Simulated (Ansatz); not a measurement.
Two shapes of singlet C₂H(-).

Shape 1:

```xyz
3

H     0.0045    0.0233   -1.6188
C    -0.0146    0.0460   -0.5069
C    -0.0062    0.0449    0.7776
```

Shape 2:

```xyz
3

H     0.0000    0.0000   -1.4488
C     0.0000    0.0000   -0.4544
C     0.0000    0.0000    0.6959
```

Basis set: cc-pVDZ (spherical functions). Left uncorrelated: 2 orbitals. Charge -1, multiplicity 1.

Computed with Ansatz (development build ahead of 0.2.0); each method stands on the lowest determinant of its kind that the runs found.

Which shape is lower in energy, and by how much in each method?

| method | E(2) − E(1) (eV) |
| --- | --- |
| RHF | 0.390 |
| RHF-MP2 | 0.903 |

Shape 1 is lower. Caution: no diffuse functions for an anion; no unrestricted run beside it, a lower state can exist.
